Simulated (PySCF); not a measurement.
Species: C4H7O (doublet state).
Numbering: `[CH2:1]=[C:2][CH2:3][CH2:4][OH:5]` (hydrogens: H6, H7 on C1; H8, H9 on C3; H10, H11 on C4; H12 on O5)

Cartesian coordinates in Å at the GFN2-xTB level; atoms count from 1:
```
atom  x, y, z in Å
C1     1.8247    0.5564    0.5607
C2     0.9647    0.5559   -0.4078
C3    -0.1011   -0.2623   -0.9788
C4    -1.3932   -0.1255   -0.1519
O5    -1.2495   -0.6124    1.1559
H6     2.4823    1.3944    0.7429
H7     1.9803   -0.2844    1.2443
H8    -0.3126    0.0450   -2.0073
H9     0.2028   -1.3183   -1.0014
H10   -2.1872   -0.7222   -0.6065
H11   -1.7072    0.9288   -0.1403
H12   -0.5027   -0.1560    1.5642
```

The hyperfine couplings belong to this conformer and change with its torsions.

Computed with UKS B3LYP, pcH-1 on C H O, non-relativistic, mean-field spin-orbit, GIAO (PySCF). The structure is a single GFN2-xTB conformer in the gas phase; no vibrational or solvent corrections. Couplings are sensitive to structure, and on GFN2-xTB geometries they can be far from those on DFT ones. No stability test was run, so a lower SCF solution isn't excluded.

Task: Give the principal g shifts and their parts.

Result: 
```csv
Δg (ppm),1,2,3
relativistic mass correction,-145,-145,-145
gauge correction,27,12,-3
orbital Zeeman/spin–orbit,-667,-2,708
total,-785,-135,560
```

So g = 2.00153, 2.00218, 2.00288 and g_iso = 2.00220; the tensor is rhombic: the two nearest values differ by 48 % of g3 − g1. Axes: g1 points within 14° of the C2–C3 bond and g2 points within 9° of the C1–H7 bond.

Task: How much does each term add to the isotropic shift?

Result: The mass correction -145, the orbital-Zeeman/spin–orbit term 13 and the gauge correction 12 ppm, for a total of -120 ppm. The mass correction is the largest in size. The mass correction is the same along every axis, so the anisotropy comes from the other two: their spans along these axes are 30 (gauge) and 1375 ppm (orbital Zeeman/spin–orbit).

Task: At 9.731 GHz, how far is the centre of the isotropic spectrum from where a free electron (g = 2.002319) resonates?

Result: B = hν/(g μB) with μB/h = 13.99624 MHz/mT gives 347.23 mT for the free electron and 347.25 mT at g_iso, 0.02 mT higher.

Task: In a frozen sample, at which fields do the three g values resonate at 9.5, 34, 94 and 263 GHz (hyperfine left aside), and which band first spreads them over more than twice a line width of 0.3 mT?

Result: 
```json
{"band": "X", "GHz": "9.5", "B(g3) mT": "338.89", "B(g2) mT": "339.01", "B(g1) mT": "339.12", "spread mT": "0.23"}
{"band": "Q", "GHz": "34.0", "B(g3) mT": "1212.87", "B(g2) mT": "1213.29", "B(g1) mT": "1213.68", "spread mT": "0.82"}
{"band": "W", "GHz": "94.0", "B(g3) mT": "3353.22", "B(g2) mT": "3354.38", "B(g1) mT": "3355.47", "spread mT": "2.25"}
{"band": "J", "GHz": "263.0", "B(g3) mT": "9381.87", "B(g2) mT": "9385.13", "B(g1) mT": "9388.18", "spread mT": "6.30"}
```

The spread grows in proportion to the frequency. Q band is the first where it exceeds 0.6 mT.

Largest spin populations (Mulliken): C2 (+0.98), C1 (-0.16) and H7 (+0.09). C2 is the only atom above +0.15. The positive populations add up to 1.21 and the negative ones to -0.21, together 2S = 1.

The HOMO–LUMO gaps are 6.03 eV among the α and 5.24 eV among the β orbitals.

On an Arm Neoverse V1 with one thread, shared host with 32 logical CPUs at a one-minute load of 15, this took 31 s of wall time (grids of density and orbitals included) and 0.75 GiB of memory at its peak.
